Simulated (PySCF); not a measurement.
butadiene cation (C₄H₆), SMILES C=CC=C (connectivity only; charge and spin as stated), charge +1, multiplicity 2.

Geometry optimised at PBE0-D3(BJ)/def2-SVP. The multiplicity is an assumed one; other spin states were not compared. Other conformers were not sampled.

Calculation: TDA-B3LYP/def2-SVPD (PySCF 2.14.0).

Vertical excitations. 

```json
[
 {"state": "root 1", "energy (eV)": "3.12", "λ (nm)": "397", "f": "0.018", "main pairs": "α HOMO→LUMO 29 %, β HOMO→LUMO 70 %"},
 {"state": "root 2", "energy (eV)": "3.67", "λ (nm)": "338", "f": "0.000", "main pairs": "β HOMO−1→LUMO 99 %"},
 {"state": "root 3", "energy (eV)": "4.45", "λ (nm)": "279", "f": "0.000", "main pairs": "β HOMO−2→LUMO 97 %"},
 {"state": "root 4", "energy (eV)": "4.49", "λ (nm)": "276", "f": "0.000", "main pairs": "β HOMO−3→LUMO 99 %"},
 {"state": "root 5", "energy (eV)": "5.27", "λ (nm)": "235", "f": "0.767", "main pairs": "α HOMO→LUMO 65 %, β HOMO→LUMO 26 %"},
 {"state": "root 6", "energy (eV)": "5.58", "λ (nm)": "222", "f": "0.000", "main pairs": "α HOMO−1→LUMO 42 %, α HOMO→LUMO+1 7 %, β HOMO→LUMO+1 50 %"},
 {"state": "root 7", "energy (eV)": "6.22", "λ (nm)": "199", "f": "0.000", "main pairs": "α HOMO−2→LUMO 84 %, β HOMO−5→LUMO 11 %"},
 {"state": "root 8", "energy (eV)": "6.39", "λ (nm)": "194", "f": "0.000", "main pairs": "α HOMO−3→LUMO 8 %, β HOMO−4→LUMO 84 %"},
 {"state": "root 9", "energy (eV)": "6.52", "λ (nm)": "190", "f": "0.002", "main pairs": "α HOMO−2→LUMO 13 %, α HOMO−4→LUMO 5 %, β HOMO−5→LUMO 75 %"},
 {"state": "root 10", "energy (eV)": "6.95", "λ (nm)": "178", "f": "0.000", "main pairs": "α HOMO→LUMO+1 61 %, α HOMO−1→LUMO 34 %, β HOMO→LUMO+1 5 %"}
]
```
Unrestricted roots are not spin-pure.
